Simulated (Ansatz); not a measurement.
# A ladder of methods for AlH3Cl− (SMILES [AlH3-][Cl])

AlH3Cl−: 5 atoms, total charge -1, spin state singlet. SMILES: `[AlH3-][Cl]`. The shape comes from GFN2-xTB, which is rough for such elements, and wasn't checked as a minimum.

```xyz
5

Al    0.1092   -0.0004   -0.0825
Cl   -1.5627   -0.0021    1.1843
H     0.2261    1.4785   -0.7042
H    -0.1602   -1.1064   -1.2183
H     1.3877   -0.3695    0.8207
```

Quantity: the energy change with the Al1–H5 bond stretched from 1.608 to 2.412 Å, in eV. The values are calculated.

| level | kind | program | value (eV) | less FCI/STO-3G |
| --- | --- | --- | --- | --- |
| HF/STO-3G (restricted) | Hartree–Fock | Ansatz | 3.89 | +0.62 |
| BLYP/STO-3G (restricted) | GGA | Ansatz | 2.76 | -0.51 |
| BHLYP/STO-3G (restricted) | global hybrid | Ansatz | 3.44 | +0.17 |
| CAM-B3LYP/STO-3G (restricted) | range-separated hybrid | Ansatz | 3.29 | +0.02 |
| wB97X/STO-3G (restricted) | range-separated hybrid | Ansatz | 3.35 | +0.08 |
| RPA@PBE/STO-3G (restricted) | RPA | Ansatz | 3.05 | -0.22 |
| CCSD/STO-3G (restricted) | coupled cluster or CI | Ansatz | 3.29 | +0.02 |
| CCSDTQ/STO-3G (restricted) | coupled cluster or CI | Ansatz | 3.27 | 0.00 |
| FCI/STO-3G | exact in the basis | Ansatz | 3.27 | 0.00 |

FCI/STO-3G is exact within its basis and frozen core, so for wave-function methods in that basis the difference is their error; functionals converge differently with the basis, so for them it is only a difference. Spin-restricted single references rise too steeply as a bond breaks, Hartree–Fock most of all. Sets without diffuse functions describe the anion poorly. The first shape isn't each level's own minimum. The values span 2.76 to 3.89 eV. All rows use very small basis sets, so even the best lies far from the true value.
